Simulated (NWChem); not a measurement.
The numbers come from NWChem runs, not from measurements. System: ozone (O$_{3}$), charge 0, spin multiplicity 1, at a geometry optimised with PBE/def2-SVP. Level: MP2/6-31G* (spherical d), 3 core orbitals frozen.

Job file:

```
start mol
memory heap 200 mb stack 800 mb global 1000 mb
geometry units angstroms nocenter noautoz
  O     -1.088940     0.000000    -0.216755
  O      0.000000     0.000000     0.433510
  O      1.088940     0.000000    -0.216755
  symmetry group C2v
end
basis spherical
  * library 6-31g*
end
scf
  rhf
  nopen 0
  maxiter 100
  thresh 1e-7
  semidirect memsize 60000000 filesize 0
end
mp2
  freeze core 3
end
task mp2 energy
```

NWChem printed:

```
             Northwest Computational Chemistry Package (NWChem) 7.3.0
             --------------------------------------------------------

                                NWChem Input Module
                                -------------------

 Scaling coordinates for geometry "geometry" by  1.889725989
 (inverse scale =  0.529177249)

 Turning off AUTOSYM since
 SYMMETRY directive was detected!

                             Geometry "geometry" -> ""
                             -------------------------

 Output coordinates in angstroms (scale by  1.889725989 to convert to a.u.)

  No.       Tag          Charge          X              Y              Z
 ---- ---------------- ---------- -------------- -------------- --------------
    1 O                    8.0000    -1.08894000     0.00000000    -0.21675500
    2 O                    8.0000     0.00000000     0.00000000     0.43351000
    3 O                    8.0000     1.08894000     0.00000000    -0.21675500

 Effective nuclear repulsion energy (a.u.)      68.9556595112

            Nuclear Dipole moment (a.u.)
            ----------------------------
        X                 Y               Z
 ---------------- ---------------- ----------------
     0.0000000000     0.0000000000     0.0000000000

      Symmetry information
      --------------------

 Group name             C2v
 Group number             16
 Group order               4
 No. of unique centers     2

      Symmetry unique atoms

     1    2


 Summary of "ao basis" -> "" (spherical)
 ------------------------------------------------------------------------------
       Tag                 Description            Shells   Functions and Types
 ---------------- ------------------------------  ------  ---------------------
 *                           6-31g*                   on all atoms

 Summary of "ao basis" -> "ao basis" (spherical)
 ------------------------------------------------------------------------------
       Tag                 Description            Shells   Functions and Types
 ---------------- ------------------------------  ------  ---------------------
[...]
     1   1 0 0      0.000000      0.000000      0.000000
     1   0 1 0      0.000000      0.000000      0.000000
     1   0 0 1      0.299071      0.000000      0.000000

     2   2 0 0    -12.753338      0.000000     67.752536
     2   1 1 0     -0.000000      0.000000      0.000000
     2   1 0 1      0.000000      0.000000      0.000000
     2   0 2 0    -10.904809      0.000000      0.000000
     2   0 1 1      0.000000      0.000000      0.000000
     2   0 0 2    -11.655145      0.000000      8.053361

                   NWChem MP2 Semi-direct Energy/Gradient Module
                   ---------------------------------------------

  Basis functions       =     42
  Molecular orbitals    =     42
  Frozen core           =      3
  Frozen virtuals       =      0
  Active alpha occupied =      9
  Active beta occupied  =      9
  Active alpha virtual  =     30
  Active beta virtual   =     30
  Use MO symmetry       = T
  Use skeleton AO sym   = T

  AO/Fock/Back tols     =   1.0D-09  1.0D-09  1.0D-09

 GA uses MA = F    GA memory limited = T

 Available:
  local mem=  1.15D+08
 global mem=  1.31D+08
 local disk=  0.00D+00
  mp2_memr nvloc                    30
  nvloc new                    30
   1 passes of   9:        3145728                      10483                    831113.
   1 passes of   9: M    114685903           G      131068472           F     111540175.

 Semi-direct pass number   1 of   1  for RHF alpha+beta  at        0.2s
  vrange nnbf                   902
  mp2_eaftype                    10  avail_ma_in_mb                   999
 EAF : mp2_eaftype filesize          10     415556.
  mp2_eaf for mointskh                     10
Node 0 wrote      1.9 Mb in      0.0 s     Agg I/O rate:  1551.4 Mb/s
 Done moints_semi at        0.4s
  mp2_eaftype                    10  avail_ma_in_mb                   989
 EAF : mp2_eaftype filesize          10     415556.
  mp2_eaf for kh                    10
 Done maket at        0.4s
 Done multipass loop at        0.4s

          -------------------------------------------
          SCF energy                -224.246219693226
          Correlation energy          -0.611586618124
          Singlet pairs               -0.353951745330
          Triplet pairs               -0.257634872794
          Total MP2 energy          -224.857806311350
          -------------------------------------------

          ---------------------------------------------------
                    Spin Component Scaled (SCS) MP2
          Same spin pairs                     -0.171756581863
          Same spin scaling factor             0.333333333333
          Opposite spin pairs                 -0.439830036261
          Opposite spin scaling fact.          1.200000000000
          SCS-MP2 correlation energy          -0.585048237467
          Total SCS-MP2 energy              -224.831267930694
          ---------------------------------------------------

 -----------------------
 Performance information
 -----------------------

 Timer overhead =  1.94D-07 seconds/call

               Nr. of calls         CPU time (s)                 Wall time (s)                GFlops
             ---------------    -------------------     ------------------------------   -------------------
Name         Min   Avg   Max    Min     Avg     Max     Min     Avg     Max   Mx/calls   Min     Max     Sum
mp2: moin     1     1     1   0.18    0.18    0.18     0.18    0.18    0.18    0.18      0.0     0.0     0.0
mp2: make     1     1     1   1.66E-2 1.66E-2 1.66E-2  1.66E-2 1.66E-2 1.66E-2 1.66E-2   0.0     0.0     0.0
mp2: tota     1     1     1   0.22    0.22    0.22     0.22    0.22    0.22    0.22      0.0     0.0     0.0

 The average no. of pstat calls per process was 3.00D+00
 with a timing overhead of 5.83D-07s

 Task  times  cpu:        0.4s     wall:        0.4s

 Total times  cpu:        0.4s     wall:        0.4s
```
